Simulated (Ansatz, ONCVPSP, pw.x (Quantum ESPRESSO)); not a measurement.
**tantalum (bcc): variants of one ONCV potential in the solid**

ONCVPSP 4.0.1.1 (patched build) input, shortened (lines: element, Z, core and valence counts, functional; n l f; lmax; l rc ep ncon nbas qcut; lloc lpopt rc5 dvloc0; l nproj debl; icmod fcfact rcfact), LDA (Perdew-Wang 92), scalar-relativistic:

```
  Ta 73.00   10    4  -001012      upf
    1    0    2.00
    2    0    2.00
    2    1    6.00
    3    0    2.00
    3    1    6.00
    3    2   10.00
    4    0    2.00
    4    1    6.00
    4    2   10.00
    4    3   14.00
    5    0    2.00
    5    1    6.00
    5    2    3.00
    6    0    2.00
    3
    0    1.70    0.00    4    8    8.30
    1    1.80    0.00    4    8    8.60
    2    2.80    0.00    3    8    5.70
    3    2.30    0.04    4    7    5.60
    4    4    1.10    6.00
    0    2    3.20
    1    2    2.60
    2    2    1.10
    3    1    3.90
    3    5.25    1.65
```

Crystal test: bcc Ta in pw.x 7.5, no spin, 14³ k-points, Fermi–Dirac smearing 0.01 Ry, cutoffs set for each file from its atomic test. The reference is all-electron LAPW (Ansatz 0.2.0) with the same functional, mesh and smearing; V0 and B0 come from Birch–Murnaghan fits to the pressures at five volumes. Errors are pseudo minus all-electron; Δ is the rms difference of the E(V) curves that follow from these fits, minima aligned, over ±6 % about the mean V0. Mesh and smearing are coarse, so the numbers serve the comparison and aren't converged zero-temperature values; the lattice is a test structure that the element need not adopt.

All-electron: a0 = 3.255 Å (V0 = 17.24 Å³/atom), B0 = 217.7 GPa.

Base: The largest radius (2.80 bohr) exceeds half the bond length (2.66 bohr), so the spheres overlap, which is one possible source of error among others.

```json
{"change": "base", "cutoffs (Ry)": "65/260", "pw.x": "converged", "a0 (Å)": "3.250", "a0 error (%)": "-0.15", "B0 error (%)": "+0.4", "Δ (meV/atom)": "3.6", "mean pressure error (GPa)": "-0.99"}
{"change": "d: debl 0.55", "cutoffs (Ry)": "65/260", "pw.x": "converged", "a0 (Å)": "3.249", "a0 error (%)": "-0.16", "B0 error (%)": "+0.4", "Δ (meV/atom)": "3.8", "mean pressure error (GPa)": "-1.04"}
{"change": "d: debl 1.05", "cutoffs (Ry)": "65/260", "pw.x": "converged", "a0 (Å)": "3.250", "a0 error (%)": "-0.15", "B0 error (%)": "+0.4", "Δ (meV/atom)": "3.7", "mean pressure error (GPa)": "-0.99"}
{"change": "d: debl 2.05", "cutoffs (Ry)": "65/260", "pw.x": "converged", "a0 (Å)": "3.251", "a0 error (%)": "-0.12", "B0 error (%)": "+0.3", "Δ (meV/atom)": "3.0", "mean pressure error (GPa)": "-0.81"}
{"change": "d: debl 3.75", "cutoffs (Ry)": "65/260", "pw.x": "converged", "a0 (Å)": "3.253", "a0 error (%)": "-0.05", "B0 error (%)": "+0.1", "Δ (meV/atom)": "1.2", "mean pressure error (GPa)": "-0.32"}
```

**Question.** Give the row for: d: debl 0.2.

**Answer.** pw.x: converged; mean pressure error (GPa): -1.04; a0 (Å): 3.249; a0 error (%): -0.16; B0 error (%): +0.4; Δ (meV/atom): 3.9.
